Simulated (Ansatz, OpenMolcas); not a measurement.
# How methods differ on CF4 (tetrafluoromethane)

The species is CF4 (5 atoms), meant as a singlet with charge 0. SMILES: `FC(F)(F)F`. The shape is that of a PBE0-D4/def2-TZVP optimisation.

Each level gives the vertical electron affinity (to the doublet anion) (eV). The values are calculated.

The electron affinity is E(neutral) − E(anion): positive where the electron is bound.

| level | kind | program | value (eV) | CPU time (all runs) |
| --- | --- | --- | --- | --- |
| HF/STO-3G | Hartree–Fock | Ansatz | -15.81 | 2.1 s |
| HF/3-21G | Hartree–Fock | Ansatz | -10.04 | 4.8 s |
| HF/6-31G | Hartree–Fock | Ansatz | -8.61 | 4.6 s |
| HF/6-31G* (Cartesian functions) | Hartree–Fock | Ansatz | -9.87 | 13 s |
| HF/6-311G** | Hartree–Fock | Ansatz | -9.19 | 18 s |
| HF/6-31+G** (Cartesian functions) | Hartree–Fock | Ansatz | -2.20 | 5.3 s |
| HF/6-311++G(3df,3pd) | Hartree–Fock | Ansatz | -2.11 | 26 s |
| MN15/cc-pVDZ | hybrid meta-GGA | OpenMolcas | -8.69 | 19 s |
| MN15/cc-pCVDZ | hybrid meta-GGA | OpenMolcas | -8.65 | 25 s |
| MN15/cc-pVTZ | hybrid meta-GGA | OpenMolcas | -6.59 | 1.8 min |

Where it was recorded, the anion's HOMO is positive in MN15/cc-pVDZ, MN15/cc-pCVDZ, MN15/cc-pVTZ: a fault of the level (basis or self-interaction), which says nothing on whether the real anion is bound. The values span -15.81 to -2.11 eV. Negative values mean that the anion is unbound at that level; they are set by how diffuse the basis is and aren't properties of the molecule, whose anion may well be bound. CPU times are rough (shared hosts, several kinds of processor and program).
